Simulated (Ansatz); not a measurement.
# CH₅AlO: a ladder of functionals and wavefunction methods

One table from this session's results is given with a row withheld; the runs are named, their logs left out.

Computed with Ansatz 0.2.0, Gaussian basis. Level: functionals in def2-TZVPP, the program's frozen cores in correlated methods.

Levels to be run: LDA (SPW92), PBE-D4, revPBE-D4, BLYP-D4, r2SCAN-D4, B97M-V, PBE0-D4, B3LYP-D4, r2SCANh-D4, r2SCAN0-D4, HSE06-D4, BHLYP-D4, CAM-B3LYP-D4, LC-ωPBE, ωB97X-V, ωB97M-V, B2PLYP, PBE-QIDH; CCSD(T)/def2-SVP; CCSD(T)/def2-TZVPP; CCSD(T)/def2-QZVPP; extrapolation to the limit; RPA on PBE.

## Structure used throughout

The geometry comes from an earlier relaxation with PBE0-D4 in a triple-zeta def2 set; it is a stationary point, not always the lowest conformer.

SMILES `[CH3][AlH][OH]`, 8 atoms, charge 0, spin multiplicity 1.

Atoms are counted from 1 here; the program's logs count them from 0.

Bond lengths: C1–Al2 1.941 Å, C1–H4 1.095 Å, C1–H5 1.092 Å, C1–H6 1.095 Å, Al2–O3 1.701 Å, Al2–H7 1.589 Å, O3–H8 0.956 Å. Angles: Al2–C1–H4 111.0°, Al2–C1–H5 111.9°, Al2–C1–H6 111.2°, H4–C1–H5 107.9°, H4–C1–H6 106.4°, H5–C1–H6 108.2°, C1–Al2–O3 117.6°, C1–Al2–H7 124.2°, O3–Al2–H7 118.2°, Al2–O3–H8 122.5°.

Set-up of the first run:

in.yaml reads:

```yaml
crystal:
  periodic: [false, false, false]
  atoms:
    - {symbol: C, position_ang: [-0.777886, 0.982158, -0.070932]}
    - {symbol: Al, position_ang: [0.579722, -0.394157, -0.239890]}
    - {symbol: O, position_ang: [0.544632, -1.676399, 0.876832]}
    - {symbol: H, position_ang: [-0.325105, 1.954535, 0.149280]}
    - {symbol: H, position_ang: [-1.491448, 0.755378, 0.724306]}
    - {symbol: H, position_ang: [-1.335670, 1.104960, -1.004782]}
    - {symbol: H, position_ang: [1.716753, -0.394544, -1.350160]}
    - {symbol: H, position_ang: [1.181201, -2.389131, 0.859547]}
basis:
  gaussian: {orbitals: def2-TZVPP}
hamiltonian: {xc: lda}
output: {orbitals: {seedname: orbitals}}
```

Command:

```console
ansatz run in.yaml --threads 2 --pin off --events-out ev --progress --plain --max-ram 32768MiB --backend cpu
```

Steps of the session up to this table: LDA; PBE-D4 (GGA); revPBE-D4 (GGA); BLYP-D4 (GGA); r2SCAN-D4 (meta-GGA); B97M-V (meta-GGA); PBE0-D4 (hybrid); B3LYP-D4 (hybrid); r2SCANh-D4 (hybrid); r2SCAN0-D4 (hybrid); HSE06-D4 (hybrid); BHLYP-D4 (hybrid); CAM-B3LYP-D4 (range-separated); LC-ωPBE (range-separated); ωB97X-V (range-separated); ωB97M-V (range-separated); B2PLYP (double hybrid); PBE-QIDH (double hybrid).

One table of the session follows, with a row left open; its other results are not shown here.

It belongs to the step «Frontier levels by functional». 

```
  functional  HOMO (eV)  gap (eV)
 LDA (SPW92)      -6.75      5.30
      PBE-D4      -6.66      5.45
   revPBE-D4      -6.63      5.52
     BLYP-D4          ?         ?
   r2SCAN-D4      -6.96      6.13
      B97M-V      -7.05      5.98
     PBE0-D4      -7.97      7.53
    B3LYP-D4      -7.77      7.09
  r2SCANh-D4      -7.44      6.86
  r2SCAN0-D4      -8.17      7.95
    HSE06-D4      -7.57      6.76
    BHLYP-D4      -9.21      9.47
CAM-B3LYP-D4      -9.38      9.82
     LC-ωPBE     -10.76     12.31
     ωB97X-V     -10.39     11.82
     ωB97M-V     -10.21     11.31
```

Q: Estimate the row for BLYP-D4 from the others.

Worked estimate for «HOMO (eV)». Against the share of exact exchange, B3LYP-D4 (0.2, -7.77), BHLYP-D4 (0.5, -9.21) give a slope of -4.80 per unit share; at 0 the line stands at -6.81.

**Answer.** HOMO (eV): -6.57; gap (eV): 5.44. In «HOMO (eV)» the line misses by -0.24.
